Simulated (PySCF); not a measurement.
**Basis-set dependence of excited states**

Species: formic acid, CH₂O₂.
Geometry (PBE0-D3(BJ)/def2-SVP, Å), atoms numbered from 1 in this order:
```
atom  x, y, z in Å
O1    -1.3314   -0.1019    0.0054
C2    -0.1680   -0.3789   -0.0045
O3     0.8293    0.5035    0.0030
H4     0.2436   -1.4101   -0.0213
H5     0.4265    1.3874    0.0174
```

TDDFT with PBE0 (PySCF), vertical singlets, core orbitals frozen in the response, spherical d and f functions. Geometry: PBE0-D3(BJ)/def2-SVP, one conformer, isolated molecule.

| basis | functions | diffuse | S1 (eV) | S2 (eV) | S3 (eV) | S4 (eV) | S5 (eV) | LUMO (eV) | α (au) |
| --- | --- | --- | --- | --- | --- | --- | --- | --- | --- |
| 6-31G* | 46 | no | 6.03 | 8.71 | 9.53 | 9.55 | 9.75 | 0.39 | 16.1 |
| def2-SVP | 52 | no | 5.99 | 8.49 | 9.29 | 9.41 | 9.46 | 0.22 | 16.2 |
| 6-31+G* | 58 | yes | 5.98 | 7.70 | 8.30 | 8.60 | 8.84 | -0.18 | 19.7 |
| def2-SVPD | 82 | yes | 5.89 | 7.86 | 8.61 | 8.80 | 8.86 | -0.32 | 22.0 |
| aug-cc-pVDZ | 87 | yes | 5.87 | 7.37 | 7.86 | 8.31 | 8.63 | -0.28 | 22.0 |
| def2-TZVP | 105 | no | 5.94 | 8.13 | 9.01 | 9.06 | 9.41 | -0.09 | 19.6 |
| def2-TZVPD | 135 | yes | 5.88 | 7.53 | 8.20 | 8.46 | 8.68 | -0.26 | 22.3 |
| aug-cc-pVTZ | 184 | yes | 5.87 | 7.37 | 7.85 | 8.33 | 8.58 | -0.29 | 22.4 |

Problem. How much do these states and the polarisability depend on the basis?

Solution. States are compared by their number. Against the largest diffuse basis here (aug-cc-pVTZ, itself not a converged limit), sets without diffuse functions differ by up to 0.16 eV in S1 and 1.17 eV in S5; the smaller diffuse sets differ by up to 0.11 and 0.28 eV. State by state, the largest deviation of a set without diffuse functions is S1 0.16, S2 1.34, S3 1.68, S4 1.22, S5 1.17 eV. The same number needn't mean the same state in each row. Against aug-cc-pVTZ the polarisability deviates by -28% in 6-31G*, -28% in def2-SVP, -12% in 6-31+G*, -2% in def2-SVPD, -1% in aug-cc-pVDZ, -12% in def2-TZVP, 0% in def2-TZVPD. A single + in a Pople set puts diffuse functions on heavy atoms only.
